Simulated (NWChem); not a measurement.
System: ammonia (NH$_{3}$); SMILES N

NWChem input:

```
start job
memory heap 200 mb stack 900 mb global 1100 mb
geometry units angstroms noautosym nocenter noautoz
  N      0.000000     0.000000     0.138852
  H      0.661761     0.661761    -0.266384
  H      0.242221    -0.903982    -0.266384
  H     -0.903982     0.242221    -0.266384
end
basis spherical
  N library def2-svp
  H library def2-svp
end
dft
  xc m05-2x
  iterations 150
end
cosmo
  dielec 4.8
end
task dft energy
```

Coordinates come from a PBE0/def2-SVP optimisation.

Level: M05-2X/def2-SVP with COSMO at NWChem's default radii, gas-phase geometry; the question gives the dielectric constant.

Task: Predict the main results of this run. (M05-2X/def2-SVP, COSMO on the gas-phase geometry.) Quantities: electrostatic solvation energy (kcal/mol); dipole in solution (D).

Result: 
```yaml
electrostatic solvation energy (kcal/mol): -4.1
dipole in solution (D): 2.05
```
